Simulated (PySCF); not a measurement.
F4HP.
Cartesian coordinates in Å at the GFN2-xTB level; atoms count from 1:
```xyz
6
F4HP angstrom
F      1.4338    0.4843   -0.2169
P     -0.0666   -0.0226    0.0058
F     -0.5533    1.4174   -0.4928
F      0.3068   -0.2381    1.5456
F      0.2416   -1.1784   -1.0572
H     -1.3592   -0.4606    0.1939
```

Method: PySCF 2.14.0, density-fitted response routines, TDDFT PBE0/def2-SVPD, vertical, gas phase, core orbitals frozen in the response.

Ground-to-excited transition dipoles (e·a0, same axes as the geometry; the sign carries no meaning), for the states with f of 0.002 or more among the lowest 7:

```tsv
state	E (eV)	μx	μy	μz
S1	10.090	-0.726	-0.239	0.128
S2	10.260	0.073	-0.054	0.121
S3	10.267	-0.014	-0.092	-0.047
S4	10.511	-0.145	0.194	-0.415
S5	10.530	-0.089	0.425	0.230
S7	11.008	0.150	0.050	-0.025
```

(1) Work out the oscillator strengths.

(2) Which bond between heavy atoms lies closest to the direction of the S1 transition dipole?

(3) What angle do the transition dipoles of S1 and S4 make?

(4) What peak molar absorption coefficient would the strongest computed level give as a lone Gaussian band 0.4 eV wide at half height?

Results:

(1) f = (2/3) ΔE |μ|² with ΔE in hartree (27.2114 eV).

```csv
state,|μ|² (au),|μ| (D),f
S1,0.600,1.97,0.148
S2,0.023,0.38,0.006
S3,0.011,0.27,0.003
S4,0.231,1.22,0.059
S5,0.242,1.25,0.062
S7,0.025,0.41,0.007
```

(2) F1–P2, at 2° from it; next P2–F5 at 86°.

(3) |cos θ| = |μa·μb| / (|μa| |μb|) = 0.02, so θ ≈ 89° (taken between 0 and 90°, since the signs are arbitrary).

(4) ε(max) = 2.175×10⁸ f / FWHM, with the width in cm⁻¹. S1: 2.175×10⁸ × 0.1484 / 3226 ≈ 10000 L mol⁻¹ cm⁻¹.

S2/S3 coincide within about 0.01 eV; within a degenerate level the directions of the single components are arbitrary.

Without π bonds the low states may be Rydberg-like; a valence basis with one diffuse set may place them up to an eV too high.
